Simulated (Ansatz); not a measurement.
We consider hcp Ru, described by RPBE (Ansatz, a program for electronic structure, PAW).

Input:

Ansatz 0.2 input:
```yaml
crystal:
  lattice:
    - [1.367450969, -2.3684945553, 0.0]
    - [1.367450969, 2.3684945553, 0.0]
    - [0.0, 0.0, 4.3117184657]
  atoms:
    - { symbol: Ru, position: [0.3333333333, 0.6666666667, 0.25] }
    - { symbol: Ru, position: [0.6666666667, 0.3333333333, 0.75] }
basis:
  ecutwfc: 520
  ecutrho_ratio: 4
  xc_grid: 2
kpoints:
  mp_grid: { grid: [24, 24, 14] }
hamiltonian:
  xc: rpbe
  dispersion: none
  pseudopotentials: { kind: paw }
scf:
  occupations: { method: fermi_dirac, width: 0.05 }
  convergence: { dr2_threshold: 0.0000000002 }
output:
  forces: true
  stress: true
  eigenvalues: true
```

From the output:

```
Crystal: 2 atoms, lattice volume = 27.930 Å³
Basis set: ecut = 520 eV, 749 PW (Γ), exchange–correlation on 48×48×72 points (8 copies of the dense FFT grid, shifted against one another)
Bands: 20, of which v1, the nominal top of the filled ones, is band 16 counted from 1 (15 counted from 0)
Symmetry: 24 space group operations
Space group: P63/mmc (ITA 194), of the structure as read, at distance tolerance 3.0e-5 Å
k-points: 488 of 8064
Functional: x = rpbe, c = pbe(β = 0.06672455060314922)
SCF iter   1: F=—  HF=-11771.964569 eV  |F-HF|=—  |Δ(HF+E_count)|=         —  Δρ=6.78e-3  dr2=3.06e-3
SCF iter   2: F=—  HF=-11771.967521 eV  |F-HF|=—  |Δ(HF+E_count)|=   2.95e-3  Δρ=4.01e-3  dr2=1.07e-3
  ...
SCF iter   6: F=—  HF=-11771.968756 eV  |F-HF|=—  |Δ(HF+E_count)|=   3.63e-8  Δρ=3.16e-6  dr2=7.83e-10
SCF iter   7: F=-11771.968756 eV  HF=-11771.968756 eV  |F-HF|=3.64e-12  |Δ(HF+E_count)|=  1.47e-10  Δρ=7.92e-7  dr2=2.68e-11
SCF 1 converged in 7 iterations: F = -11771.968756 eV  dr2 = 2.68e-11
SCF converged after 7 iterations
Free energy (F): -11771.968756 eV
Internal energy: -11771.952578 eV  (E = F + TS)
E sigma→0 (E₀):  -11771.960667 eV
Fermi energy:    22.809120 eV
--- Forces (eV/Å), atoms counted from 1 ---
  atom   1  Ru    -0.00000000     0.00000000     0.00000000
  atom   2  Ru     0.00000000    -0.00000000    -0.00000000
--- Stress (GPa, compression-positive) ---
        0.010415       0.000000      -0.000000
       -0.000000       0.010415       0.000000
       -0.000000       0.000000       0.010029
  P = ⅓ Tr σ = 0.0103 GPa (0.103 kbar)
```

The PAW data were made under PBE.
